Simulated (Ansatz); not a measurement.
Species: C4H9 (charge 0, doublet). It need not be the lowest isomer of its formula. 
Coordinates optimised at B3LYP-D3(BJ)/def2-TZVP (Ansatz, a program for electronic structure):
SMILES: C[CH]CC
```xyz
13

C      0.7679     1.8236    -0.0439
C      0.6296     0.3532     0.1110
C     -0.6936    -0.3121    -0.0206
C     -0.6200    -1.8376    -0.0465
H      1.8122     2.1340    -0.0984
H     -1.6130    -2.2823    -0.1305
H      0.3124     2.3696     0.7976
H      0.2581     2.1820    -0.9454
H     -0.1586    -2.2205     0.8666
H     -0.0218    -2.1842    -0.8915
H      1.4567    -0.2152     0.5207
H     -1.1973     0.0524    -0.9259
H     -1.3526     0.0018     0.8070
```
Charge 0, spin multiplicity 2.

Parts of the frozen-core correlation energy in 6-31G* (Ansatz, hartree). Frozen orbitals: 4; correlated occupied orbitals by spin: 13 and 12; virtual: 61 and 62. UHF or UKS for open shells. No spin-orbit coupling. Non-relativistic.

| term | value |
|---|---|
| reference (HF) | -156.66983 |
| MP2 opposite-spin | [?] |
| MP2 same-spin | -0.11595 |
| CCSD correlation | [?] |
| (T) | [?] |
| T1 diagnostic | 0.010 |
| largest doubles amplitude | 0.021 |
| <S^2> of the reference | 0.764 |

Q: Some entries are withheld; supply them.

A: 
- MP2 opposite-spin, value: -0.38434
- CCSD correlation, value: -0.55705
- (T), value: -0.01506
